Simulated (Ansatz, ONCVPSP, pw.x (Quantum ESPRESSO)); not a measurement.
# silicon (Si) (diamond): variants of one ONCV potential in the solid

Si (Z = 14), optimised norm-conserving Vanderbilt (ONCV), made with ONCVPSP 4.0.1.1 (patched build) (LDA (Perdew-Wang 92), scalar-relativistic). Core [Ne], reference 3s1 3p3. Waves: 3s: rc 1.90 bohr, ncon 4, nbas 7, qcut 3.3 1/bohr, 3 projectors, debl 3.9 Ha; 3p: rc 2.20 bohr, ncon 4, nbas 8, qcut 3.6 1/bohr, 3 projectors, debl 3.1 Ha; d scattering state at 0.12 Ha: rc 2.35 bohr, ncon 3, nbas 6, qcut 4.6 1/bohr, 3 projectors, debl 0.9 Ha. Local part: polynomial inside 1.25 bohr (lpopt 2, dvloc0 0 Ha). Core correction: polynomial model core, fcfact 0.6.

Crystal test: diamond Si in pw.x 7.5, no spin, 9³ k-points, Fermi–Dirac smearing 0.01 Ry, cutoffs set for each file from its atomic test. The reference is all-electron LAPW (Ansatz 0.2.0) with the same functional, mesh and smearing; V0 and B0 come from Birch–Murnaghan fits to the pressures at five volumes. Errors are pseudo minus all-electron; Δ is the rms difference of the E(V) curves that follow from these fits, minima aligned, over ±6 % about the mean V0. Mesh and smearing are coarse, so the numbers serve the comparison and aren't converged zero-temperature values; the lattice is a test structure that the element need not adopt.

All-electron: a0 = 5.400 Å (V0 = 19.69 Å³/atom), B0 = 96.2 GPa.

Base: The largest radius (2.35 bohr) exceeds half the bond length (2.21 bohr), so the spheres overlap, which is one possible source of error among others.

```csv
change,cutoffs (Ry),pw.x,a0 (Å),a0 error (%),B0 error (%),Δ (meV/atom),mean pressure error (GPa)
base,75/300,converged,5.392,-0.15,-0.1,1.8,-0.43
"core correction Teter function, fcfact 1.75, rcfact 1.55",75/300,converged,5.394,-0.12,-0.5,1.6,-0.36
"p: rc 1.9, qcut 4.2, nproj 0; local potential the p channel",75/300,converged,5.391,-0.17,+0.1,2.1,-0.49
s: nbas 8,100/400,converged,5.392,-0.15,-0.0,1.8,-0.43
s: qcut 2.8,80/320,converged,5.393,-0.14,-0.1,1.7,-0.39
```

Question: Give the row for: s: nproj 2.

Answer: pw.x: converged; mean pressure error (GPa): -0.45; a0 (Å): 5.392; a0 error (%): -0.15; B0 error (%): -0.0; Δ (meV/atom): 1.9.
